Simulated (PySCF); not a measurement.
NaSi: frontier orbitals

PBE0 at R = 2.704 Å; PySCF, no relativity, basis sets Na def2-TZVP, Si def2-TZVP. State: ⁴Σ⁻ (quartet), unpaired electrons σ ↑, π ↑↑. Only the outer orbitals are listed, counted within each symmetry.

```csv
spin,orbital,occ.,ε (eV),on Na (%),main shells (%)
α,2π,1,-33.00,100,100 Na p
α,2π,1,-33.00,100,100 Na p
α,6σ,1,-32.99,100,100 Na p
α,7σ,1,-11.52,3,96 Si s
α,8σ,1,-4.91,27,"72 Si p, 24 Na s"
α,3π,1,-4.31,8,92 Si p
α,3π,1,-4.31,8,92 Si p
α,9σ,0,-1.73,88,"65 Na s, 23 Na p, 12 Si p"
α,4π,0,-0.08,96,95 Na p
α,4π,0,-0.08,96,95 Na p
β,2π,1,-32.94,100,100 Na p
β,2π,1,-32.94,100,100 Na p
β,6σ,1,-32.93,100,100 Na p
β,7σ,1,-8.85,8,92 Si s
β,8σ,0,-1.92,65,"61 Na s, 32 Si p"
β,3π,0,-0.75,30,"70 Si p, 28 Na p"
β,3π,0,-0.75,30,"70 Si p, 28 Na p"
```

**Question.** Which are the highest filled and the lowest empty level, where do they sit, and how wide is the gap?

**Answer.** Highest filled α 3π at -4.31 eV (in %: 92 Si p); lowest empty β 8σ at -1.92 eV (in %: 61 Na s, 32 Si p); the gap at PBE0 is 2.39 eV.

```
bond order (Mayer)                               : 0.88
⟨S²⟩                                             : 3.751
charge on Na (Mulliken, basis-dependent)         : 0.46
charge on Na (Löwdin, basis-dependent)           : 0.10
dipole moment (positive dipole means Na(−)Si(+)) : -7.22 D
polarisability along the bond                    : 129.1 bohr³
polarisability across the bond                   : 71.2 bohr³
```

The state was picked by a PBE0 search and need not be the measured ground state.
